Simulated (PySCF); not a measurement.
**Stretching Cl2**

Set-up: PySCF, no relativity, basis sets Cl 3-21G. Energies in eV from Cl + Cl in their ground configurations at the same level. State: ¹Σg⁺ (singlet), closed shell.

All columns are TPSSh.

```csv
R (Å),E (eV),HOMO (eV),LUMO (eV),Mayer bond order,⟨S²⟩
1.903,-0.545,-8.01,-3.22,0.85,0.00
1.992,-1.148,-8.20,-4.07,0.90,0.00
2.080,-1.494,-8.35,-4.79,0.93,0.00
2.147,-1.626,-8.45,-5.26,0.95,0.00
2.213,-1.674,-8.54,-5.67,0.97,0.00
2.279,-1.657,-8.61,-6.03,0.98,0.00
2.368,-1.559,-8.70,-6.46,0.99,0.00
2.479,-1.355,-8.79,-6.89,0.99,0.00
2.611,-1.046,-8.87,-7.32,1.00,0.00
2.788,-0.598,-8.95,-7.75,1.00,0.00
```

3-21G is very small, so such numbers show the basis as much as the molecule.
